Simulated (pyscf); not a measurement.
Structures and frequencies: ωB97X-D3(BJ)/def2-SVP in PySCF.

P≡P (SMILES P#P) + SiH₄ (SMILES [SiH4]) -> H₃Si–P=PH (SMILES [SiH3]P=P)
Surface: singlet. Broken: H–Si. Formed: P–Si, H–P. Give ΔE‡ and ΔE from PBE/def2-TZVP, relative to the separated reactants.

ΔE‡ = 30.5 kcal/mol, ΔE = -11.3 kcal/mol. CCSD(T)/def2-TZVPP + ΔMP2(QZVPP) gives 43.3 kcal/mol and -5.9 kcal/mol. Zero-point energy shifts the barrier by +0.6 kcal/mol. It is an addition across a multiple bond or ene-type step, with an imaginary mode of 881i cm⁻¹. H₃Si–P=PH lies 14.5 kcal/mol over its isomer cyclic H₄P₂Si (SMILES [SiH2]1PP1), and others may lie lower still (electronic energy, ωB97M-D3(BJ)). This is the saddle that the search found; another between the same sides may lie lower. The CCSD(T) − MP2 part came from Ansatz, without density fitting, on the same reference.
